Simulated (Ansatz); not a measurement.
# NH₃+ (doublet): the correlation ladder, cc-pVTZ

How much of the correlation energy of NH₃+ (doublet) does each wave-function method recover here?

Method: cc-pVTZ, core rule «outside noble gas», up to 1 orbitals frozen; program: Ansatz 0.2.0, Gaussian basis.

Plan: UHF; CCSD(T) on ROHF; CCSD(T) on UHF; BCCD(T) on ROHF; CCSDT(Q) on ROHF; CCSDT(Q) on UHF; CASSCF and MRCISD+Q, 7 electrons in 7 orbitals; CASSCF and NEVPT2, 7 electrons in 7 orbitals.

11 further runs of the same task are left out: 2 that didn't finish, 9 set aside as unsound or not needed.

## (1) What is computed

The geometry is a PBE0/def2-TZVP stationary point (not a proven minimum).

4 atoms, charge 1, spin multiplicity 2.

Atoms are counted from 1 here; the program's logs count them from 0.

Bond lengths: N1–H2 1.024 Å, N1–H3 1.024 Å, N1–H4 1.024 Å. Angles: H2–N1–H3 120.0°, H2–N1–H4 120.0°, H3–N1–H4 120.0°.

## (2) UHF

in.yaml

```yaml
crystal:
  periodic: [false, false, false]
  atoms:
    - {symbol: N, position_ang: [0.000000, 0.000000, 0.000000]}
    - {symbol: H, position_ang: [1.024021, 0.013755, -0.000070]}
    - {symbol: H, position_ang: [-0.523923, 0.879946, -0.002762]}
    - {symbol: H, position_ang: [-0.500098, -0.893701, 0.002832]}
basis:
  gaussian: {orbitals: cc-pVTZ}
total_charge: 1
magnetization: {spin_polarized: true, initial_magnetization: 1}
hamiltonian: {xc: hf}
output: {orbitals: {seedname: orbitals}}
```

Command:

```
ansatz run in.yaml --threads 1 --pin off --events-out ev --progress --plain --max-ram 2393MiB
```

After this run come: CCSD(T) on ROHF; CCSD(T) on UHF; BCCD(T) on ROHF; CCSDT(Q) on ROHF; CCSDT(Q) on UHF; CASSCF and MRCISD+Q, 7 electrons in 7 orbitals; CASSCF and NEVPT2, 7 electrons in 7 orbitals.

Before running them: what should the planned runs give, taken together? Wanted: UCCSDT(Q) below the RHF energy; RMP2 from UCCSDT(Q); UMP2 from UCCSDT(Q); RCCSD from UCCSDT(Q); RCCSD(T) from UCCSDT(Q); UCCSD(T) from UCCSDT(Q); RCCSDT(Q) from UCCSDT(Q); NEVPT2 valence from UCCSDT(Q); MRCISD+Q valence from UCCSDT(Q).

As calculated:

| quantity | value |
| --- | --- |
| UCCSDT(Q) below the RHF energy | -5.6676 eV |
| RMP2 from UCCSDT(Q) | +645.3 meV |
| UMP2 from UCCSDT(Q) | +654.7 meV |
| RCCSD from UCCSDT(Q) | +143.8 meV |
| RCCSD(T) from UCCSDT(Q) | +14.2 meV |
| UCCSD(T) from UCCSDT(Q) | +13.3 meV |
| RCCSDT(Q) from UCCSDT(Q) | +1.3 meV |
| NEVPT2 valence from UCCSDT(Q) | +676.6 meV |
| MRCISD+Q valence from UCCSDT(Q) | +18.4 meV |
| levels within 1 kcal/mol (43 meV) | RCCSD(T), UCCSD(T), BCCD(T), RCCSDT, UCCSDT, RCCSDT(Q), MRCISD+Q valence |
| T1 diagnostic | 0.014 |
| effectively unpaired electrons | 1.01 |

RCCSD(T) misses by +14.2 meV, 0.2 % of the correlation energy. One determinant dominates. Of the multireference levels listed MRCISD+Q valence comes nearest in total energy (+18.4 meV), which doesn't show that its space is the better one. These misses are within one basis, not against nature; the frozen cores of restricted and unrestricted runs differ, which can shift their rows.
